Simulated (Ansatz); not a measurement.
**C2H6Si (SMILES C[Si]C): the vertical ionisation energy from total energies**

The species is C2H6Si (9 atoms), meant as a singlet with charge 0. SMILES: `C[Si]C`. Geometry: relaxed at PBE0-D4/def2-TZVP.

Both states at this one shape; open shells run unrestricted unless said. 1 Eh = 27.2114 eV.

```tsv
level	program	singlet C2H6Si (Eh)	doublet C2H6Si+ (Eh)
r2SCAN0/6-311+G**	Ansatz	-369.199519	-368.904102
wB97X/6-311+G**	Ansatz	-369.265095	-368.964325
B2PLYP/6-311+G**, 7 core orbitals frozen	Ansatz	-369.070635	-368.774219
RPA@PBE/6-311+G**, 7 core orbitals frozen	Ansatz	-368.807236	-368.504235
```

Question: Work out the vertical ionisation energy at each level.

Answer: 
1. r2SCAN0/6-311+G**: -368.904102 − (-369.199519) = 0.295417 Eh = 8.04 eV.
2. wB97X/6-311+G**: -368.964325 − (-369.265095) = 0.300770 Eh = 8.18 eV.
3. B2PLYP/6-311+G**: -368.774219 − (-369.070635) = 0.296416 Eh = 8.07 eV.
4. RPA@PBE/6-311+G**: -368.504235 − (-368.807236) = 0.303001 Eh = 8.25 eV.

No measured value is set beside it here; the levels span 8.04 to 8.25 eV.
